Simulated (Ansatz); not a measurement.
# N–CH$_{2}$, doublet: the ladder up to RCCSDT(Q)

Geometry: a point of a stretch scan, not a stationary point.

```yaml
atoms:
  - { symbol: N, position_ang: [0.0000, 0.0000, 0.7287] }
  - { symbol: C, position_ang: [0.0000, 0.0000, -0.6453] }
  - { symbol: H, position_ang: [0.0000, -0.9374, -1.2182] }
  - { symbol: H, position_ang: [0.0000, 0.9373, -1.2182] }
```

Basis cc-pVDZ; Ansatz 0.2.0. Correlated methods freeze the noble-gas cores, which leaves 11 electrons in 36 orbitals. Prefix R: restricted or restricted open-shell reference; prefix U: unrestricted. Active spaces: valence = (11e, 10o) chosen from the atoms' valence shells; pair = (3e, 3o) about the gap.

Full CI isn't at hand for all of this; RCCSDT(Q) serves as the reference, and is uncertain by about the last step of the cluster series. The frozen core follows each run's orbitals, which can shift R against U totals by a few meV.

Unrestricted rows (U) aren't spin-pure: their determinants' ⟨S²⟩ exceeds S(S+1) by up to 0.50, so they mix in states of higher spin. For open shells CISD is restricted-active-space CI with the open shells as a complete middle space.

The UHF ⟨S²⟩ is 1.246 and the T1 diagnostic (RCCSD) is 0.0277. The largest doubles amplitude (RCCSD) is 0.168 and the T1 diagnostic (UCCSD) is 0.0683.

| level | E − E(RCCSDT(Q)) (meV) | share of correlation (%) | wall time |
| --- | --- | --- | --- |
| RHF | 8647 | 0.00 | – |
| UHF | 8030 | 7.14 | – |
| RMP2 | 1125 | 86.99 | – |
| UMP2 | 1703 | 80.30 | – |
| CISD | 1031 | 88.08 | 1.6 s |
| RCCSD | 367 | 95.76 | – |
| UCCSD | 370 | 95.73 | – |
| RCCSD(T) | 54 | 99.38 | 2.6 s |
| UCCSD(T) | 90 | 98.96 | 2.7 s |
| BCCD(T) | 57 | 99.35 | 1.4 s |
| RCCSDT | 28 | 99.67 | – |
| UCCSDT | 27 | 99.69 | – |
| UCCSDT(Q) | -2 | 100.02 | 14 s |
| CASSCF (pair space) | 7435 | 14.02 | – |
| NEVPT2 (pair space) | 984 | 88.63 | 0.3 s |
| MRCISD (pair space) | 712 | 91.77 | – |
| MRCISD+Q (pair space) | 106 | 98.77 | 0.42 s |
| CASSCF (valence space) | 4940 | 42.87 | – |
| NEVPT2 (valence space) | 954 | 88.97 | 4.8 s |
| MRCISD (valence space) | 280 | 96.77 | – |
| MRCISD+Q (valence space) | 15 | 99.83 | 9.5 s |

The correlation energy at RCCSDT(Q), counted from RHF, is -8.647 eV. That run took 14 s on 1 thread of Intel Xeon 6975P-C, shared host.

Times hold each run's SCF and search for its determinant on a shared host, so for small cases they say little of a method's own cost; they ran on 1 thread of Intel Xeon 6975P-C.

Natural occupations of CASSCF (valence space) about the gap: 1.981 1.974 1.969 1.883 1.002 0.121 0.033 0.022 0.021; effectively unpaired electrons, Σ n²(2−n)², 1.12.
